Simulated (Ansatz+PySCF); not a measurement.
Values are calculated unless marked as measured or tabulated.
Input for PySCF 2.14.0:

```python
from pyscf import gto, scf, cc

mol = gto.M(atom="""
B 0.000000 0.000000 0.000000
N 0.000000 0.000000 1.472500
""", basis='sto-3g', charge=0, spin=0)
mf = scf.UHF(mol)
mf.kernel()
mycc = cc.CCSD(mf, frozen=2).run()
et = mycc.ccsd_t()
print(mf.e_tot, mycc.e_corr, et, mycc.e_tot + et)
```

The script is written out from the run's settings.

Output:

```json
{"Converged": "yes", "Reference energy": "-77.78383 hartree", "CCSD correlation energy": "-0.23293 hartree", "Triples correction": "-0.02064 hartree", "Total energy": "-78.03740 hartree", "Spin squared of the determinant": "0.000"}
```

Caution: large amplitudes, a single reference is doubtful; another spin multiplicity may lie lower.
